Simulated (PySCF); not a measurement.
Molecule: `CCCCC#N`, C₅H₉N.

Geometry (Å), atoms numbered from 1 in this order:
```xyz
15

C    -2.1918    0.2614    0.3917
C    -0.9288   -0.4130   -0.1184
C     0.3435    0.2941    0.3257
C     1.6057   -0.4012   -0.1880
C     2.8357    0.2636    0.2237
N     3.8015    0.8047    0.5610
H    -2.2621    1.3008    0.0336
H    -3.0953   -0.2684    0.0551
H    -2.2129    0.2900    1.4928
H    -0.9512   -0.4596   -1.2216
H    -0.9012   -1.4621    0.2255
H     0.3812    0.3457    1.4267
H     0.3362    1.3382   -0.0293
H     1.5963   -0.4502   -1.2899
H     1.6433   -1.4441    0.1688
```

Geometry PBE0-D3(BJ)/def2-SVP throughout; GIAO in PySCF, gas phase, one conformer, non-relativistic; equivalent atoms averaged; basis pcSseg-1.

For orientation, LC-wPBE gives these absolute shieldings σ: C5 59.4, C3 159.5, C2 164.8, C4 170.9, C1 173.7, N6 -35.2, H14/H15 29.53, H12/H13 29.97, H7/H8/H9 30.29 ppm.

A run gave: C5 62.4, C3 151.7, C2 156.8, C4 164.5, C1 167.3, N6 -30.5, H14/H15 29.44, H12/H13 29.96, H7/H8/H9 30.30 ppm (absolute shieldings σ).

Q: Which functional was used in that run?
A. KT2
B. WP04
C. CAM-B3LYP
D. B97-2

A: D. C5 tells them apart best: B97-2 gives 62.4, KT2 gives 71.5, WP04 gives 52.8, CAM-B3LYP gives 56.6 ppm.
